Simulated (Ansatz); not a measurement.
## fcc Cu: bulk modulus B0 by level of theory

Task: Put these levels in order of the bulk modulus B0 that they give for fcc Cu, smallest first: LDA (Ansatz, a quantum-chemistry and plane-wave program), PBE (Ansatz), PBE-D3(BJ) (Ansatz), r²SCANh (Ansatz).

Result: PBE (141 GPa), r²SCANh (154 GPa), PBE-D3(BJ) (167 GPa), LDA (189 GPa)

Unless a cell is named, each level is at its own relaxed cell (LDA 10.89, PBE 11.95, PBE-D3(BJ) 11.31, r²SCANh 11.50 Å³/atom).

Each level is taken at its own relaxed cell. K meshes differ between the levels. Ansatz's density-functional and Hartree–Fock values are scalar-relativistic unless marked +SOC, with PAW data made under PBE.
